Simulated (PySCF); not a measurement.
# GeO⁺, sextet: the ladder up to RCCSDT

Geometry: that of the GeO⁺, quartet, kept fixed. The quartet lies 4.6 eV lower here.

```xyz
2

Ge    0.0000    0.0000    0.0000
O     0.0000    0.0000    2.4234
```

Basis cc-pVDZ; PySCF 2.14.0. Correlated methods freeze the noble-gas cores and the filled d shells of p-block atoms, which leaves 9 electrons in 26 orbitals. R marks a restricted (for open shells ROHF) determinant, U an unrestricted one. No spin–orbit coupling is included, and no scalar relativity.

Full CI isn't at hand for all of this; RCCSDT serves as the reference. It lacks quadruple excitations, which often exceed the step from CCSD(T) to CCSDT. The frozen core follows each run's orbitals, which can shift R against U totals by a few meV for light atoms and by up to 0.1 eV past Ca.

* UHF ⟨S²⟩: 8.780
* T1 diagnostic (ROHF- or RHF-based CCSD): 0.0512
* largest doubles amplitude (ROHF- or RHF-based CCSD): 0.058

| level | E − E(RCCSDT) (meV) | share of correlation (%) | wall time |
| --- | --- | --- | --- |
| RHF | 4237 | 0.00 | – |
| RMP2 | 813 | 80.82 | – |
| RCCSD | 106 | 97.49 | – |
| RCCSD(T) | 21 | 99.50 | 0.81 s |

The correlation energy at RCCSDT, counted from RHF, is -4.237 eV. That run took 62 s on 1 thread of Intel Xeon Platinum 8559C, shared host.

Run but not shown, since their state, orbitals or frozen core can't be matched to the reference's or they repeat it: UHF, UMP2, UCCSD, UCCSD(T).

Times are those of the correlated step on a shared host, with one SCF added for the restricted CCSD run; they ran on 1 thread of Intel Xeon Platinum 8559C.
